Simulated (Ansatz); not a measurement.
# singlet OF− at 3 levels

Aim: a comparison of 3 runs (SVWN5/STO-3G, r2SCAN/STO-3G, MP2/STO-3G) of singlet OF−. 

The results are computed with Ansatz 0.2.0.

48 further runs of the same task are left out: 7 that didn't finish, 41 set aside as unsound or not needed.

### 1 Starting point

OF−: 2 atoms, total charge -1, spin state singlet. As SMILES of the parent species, `[O]F`. The coordinates come from a PBE0-D4/def2-TZVP relaxation. That shape belongs to the parent species and isn't relaxed for this state.

Bond lengths: O1–F2 1.330 Å.

### 2 The energy at SVWN5/STO-3G (run 1)

Contents of run.yaml:

```yaml
crystal:
  periodic: [false, false, false]
  atoms:
    - {symbol: O, position_ang: [0.000000, 0.000000, -0.015950]}
    - {symbol: F, position_ang: [-0.000000, -0.000000, 1.314400]}
basis:
  gaussian:
    orbitals: STO-3G
total_charge: -1
hamiltonian:
  xc: {name: SVWN5}
accuracy: high
```

Run with:

```console
$ ansatz run run.yaml --threads 1 --pin off --max-ram 3480MiB --events-out events.jsonl --progress --plain --runs-dir runs
```

Output:

```text
Warning: RAYON_NUM_THREADS=1 ignored (pool sized by the plan → 1); use --threads N
Functional definition: SVWN5
  name "SVWN5"
  exchange = slater_x
  correlation = vwn5_c
149 factors; integrals over basis functions are off by at most 3.2e-8 eV
mean field evaluation 1: about -4649.8336 eV, gradient 3.0e1 eV
mean field evaluation 2: about -4649.2579 eV, gradient 2.9e1 eV
mean field evaluation 4: about -4652.7997 eV, gradient 2.6e-1 eV
mean field evaluation 8: about -4652.7712 eV, gradient 1.3e-2 eV
mean field -4652.77120279 eV, -170.9861879410 hartree, gradient 1.5e-8 eV, S^2 0.000000; 0 other end points of the search recorded, 0 dependent functions left out
reference -4652.77120326 eV, -170.9861879584 hartree; 9, 9 occupied and 1, 1 virtual orbitals, 149 factors
Total energy: -4652.77120326 eV, -170.9861879584 hartree
```

Run time: 0.14 s. Hardware: 1 thread of Intel Xeon 6975P-C (Granite Rapids), shared host.

### 3 A single-point energy at r2SCAN/STO-3G (run 2)

Contents of molecule.yaml:

```yaml
crystal:
  periodic: [false, false, false]
  atoms:
    - symbol: O
      position_ang: [0.000000, 0.000000, -0.015950]
    - symbol: F
      position_ang: [-0.000000, -0.000000, 1.314400]
basis:
  gaussian: {orbitals: STO-3G}
total_charge: -1
hamiltonian: {xc: {name: r2SCAN}}
accuracy: high
```

Run with:

```console
$ ansatz run molecule.yaml --threads 1 --pin off --max-ram 3480MiB --events-out events.jsonl --progress --plain --runs-dir runs
```

Output:

```text
Warning: RAYON_NUM_THREADS=1 ignored (pool sized by the plan → 1); use --threads N
Functional definition: r2SCAN
  name "r2SCAN"
  parameter k0 = 0.174
  parameter k1 = 0.065
  parameter a1 = 4.9479
  exchange = r2scan_x(k0 = k0, k1 = k1, a1 = a1)
  correlation = r2scan_c
149 factors; integrals over basis functions are off by at most 3.2e-8 eV
mean field evaluation 1: about -4682.0914 eV, gradient 2.8e1 eV
mean field evaluation 2: about -4682.3564 eV, gradient 2.4e1 eV
mean field evaluation 4: about -4684.7372 eV, gradient 8.1e-2 eV
mean field evaluation 8: about -4684.6928 eV, gradient 6.2e-5 eV
mean field -4684.69279419 eV, -172.1592847878 hartree, gradient 1.2e-8 eV, S^2 0.000000; 0 other end points of the search recorded, 0 dependent functions left out
reference -4684.69279426 eV, -172.1592847903 hartree; 9, 9 occupied and 1, 1 virtual orbitals, 149 factors
Total energy: -4684.69279426 eV, -172.1592847903 hartree
```

It took 0.46 s on 1 thread of Intel Xeon 6975P-C (Granite Rapids), shared host.

### 4 The energy at MP2/STO-3G (run 3)

Contents of job.yaml:

```yaml
basis:
  gaussian:
    orbitals: STO-3G
crystal:
  periodic: [false, false, false]
  atoms:
    - {symbol: O, position_ang: [0.000000, 0.000000, -0.015950]}
    - {symbol: F, position_ang: [-0.000000, -0.000000, 1.314400]}
total_charge: -1
correlation:
  method: mp2
  frozen_orbitals: {F: 1, O: 1}
accuracy: high
```

Run with:

```console
$ ansatz run job.yaml --threads 1 --pin off --max-ram 3480MiB --events-out events.jsonl --progress --plain --runs-dir runs
```

Output:

```text
Warning: RAYON_NUM_THREADS=1 ignored (pool sized by the plan → 1); use --threads N
Functional definition: HF
  name "HF"
  exchange = exact_x
  correlation = 0
149 factors; integrals over basis functions are off by at most 3.2e-8 eV
mean field evaluation 1: about -4666.8699 eV, gradient 1.7e1 eV
mean field evaluation 2: about -4666.9864 eV, gradient 1.7e1 eV
mean field evaluation 4: about -4668.0235 eV, gradient 2.7e-1 eV
mean field evaluation 8: about -4668.0213 eV, gradient 4.8e-10 eV
mean field -4668.02134421 eV, -171.5466203010 hartree, gradient 3.1e-9 eV, S^2 0.000000; 0 other end points of the search recorded, 0 dependent functions left out
2 core orbitals not correlated: weight in the atoms' cores, before any rotation towards them, 1.000 or more for the frozen orbitals, at most 0.000 for the correlated occupied ones
reference -4668.02134421 eV, -171.5466203010 hartree; 7, 7 occupied and 1, 1 virtual orbitals, 149 factors
second order -0.72150668 eV of doubles, -0.00000000 eV of singles
Total energy: -4668.74285089 eV, -171.5731351826 hartree
```

It took 0.04 s on 1 thread of Intel Xeon 6975P-C (Granite Rapids), shared host.

### 5 The series

```csv
run,level,frozen core orbitals,energy (Eh),wall time
1,SVWN5/STO-3G,–,-170.986188,0.14 s
2,r2SCAN/STO-3G,–,-172.159285,0.46 s
3,MP2/STO-3G,2,-171.573135,0.04 s
```

### 6 What came out

| quantity | value |
| --- | --- |
| run 3: total energy | -171.57314 Eh |
| run 3: correlation energy (2 core orbitals frozen) | -26.5 mEh |

What this shows: Totals of different functionals can't be ranked against each other. In runs 1, 2, 3 the basis is minimal, so the values are rough. All runs together took 0.64 s, the longest 0.46 s.
